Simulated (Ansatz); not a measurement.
Take Pd in the fcc (Cu type) structure (space group Fm-3m, No. 225) as the base.

```cif
data_Pd4
_chemical_formula_sum 'Pd4'
_space_group_name_H-M_alt 'Fm-3m'
_space_group_IT_number 225
_space_group_name_Hall '-F 4 2 3'
_cell_length_a 3.87574
_cell_length_b 3.87574
_cell_length_c 3.87574
_cell_angle_alpha 90.000
_cell_angle_beta 90.000
_cell_angle_gamma 90.000
loop_
_atom_site_label
_atom_site_type_symbol
_atom_site_symmetry_multiplicity
_atom_site_Wyckoff_symbol
_atom_site_fract_x
_atom_site_fract_y
_atom_site_fract_z
_atom_site_occupancy
Pd1 Pd 4 a 0.00000 0.00000 0.00000 1
```
(The calculation used a cell of 1 atom; values per cell refer to that cell.)

All numbers come from PBEsol/PAW in Ansatz (a quantum-chemistry and plane-wave program), no spin-orbit coupling.

```
level   lattice parameter a
------  -------------------
PBEsol              3.876 Å
```

**Question.** What does experiment give, and how far off is each level?

**Answer.** Measured: lattice parameter a 3.876 Å (static lattice; corrected from measurement; as listed in Daniel Mejia-Rodriguez, S. B. Trickey, Phys. Rev. B (2018)). Computed minus measured — lattice parameter a: PBEsol -0.0 %.

Whether these cells are dynamically stable was not tested. All final runs are without spin polarisation.
